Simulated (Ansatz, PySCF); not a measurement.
CH₂, SMILES [CH2] (connectivity only; charge and spin as stated), neutral, multiplicity 1.

Geometry: B3LYP-D3(BJ)/def2-TZVPD. The isomer is the one that the SMILES or the coordinates give; other isomers of the formula were not compared.

Vertical ionisation energy (IE) and electron affinity (EA) in eV. Rows of orbital energies are one-electron estimates. Where ΔSCF, EOM or ADC give a negative EA the extra electron is unbound and the value depends on the basis.

```tsv
level	IE	EA
−ε(HOMO), −ε(LUMO), r2SCAN/def2-TZVPD (PySCF)	6.22	4.51
−ε(HOMO), −ε(LUMO), PBE0/def2-TZVPD (PySCF)	7.33	3.57
−ε(HOMO), −ε(LUMO), PBE/def2-TZVPD (PySCF)	5.95	5.02
EOM-CCSD/aug-cc-pVDZ (PySCF)	?	?
ADC(2)/aug-cc-pVDZ (PySCF)	9.97	0.91
ΔSCF, ωB97X-V/def2-TZVPD (Ansatz), final states of multiplicity 2 and 2	10.50	0.87
ΔSCF, PBE/def2-TZVPD (Ansatz), final states of multiplicity 2 and 2	10.46	1.20
```

Complete the blanks. (The exact figures need the calculation; the answer reports its results.)


- EOM-CCSD/aug-cc-pVDZ (PySCF), IE: 10.39
- EOM-CCSD/aug-cc-pVDZ (PySCF), EA: 0.83

What vertical singlet–triplet gap does ΔSCF give with ωB97X-V/def2-TZVPD (Ansatz, a first-principles code) and with PBE/def2-TZVPD (Ansatz)? (An estimate is asked for; the answer gives what the named calculation found.)

0.11 and -0.22 eV (triplet above singlet where positive).

Computed lowest 1s main lines (those of the lightest heavy element) from CVS-ADC(2)-x/aug-cc-pVDZ (PySCF, non-relativistic), with pole strengths:
296.1 eV (1.55).

Beyond the first one, list the lowest photoelectron lines from PySCF 2.14.0 with ADC(2)/aug-cc-pVDZ with their pole strengths (two spins summed). (An estimate is asked for; the answer gives what the named calculation found.)

14.73 eV (1.86), 22.69 eV (1.76).
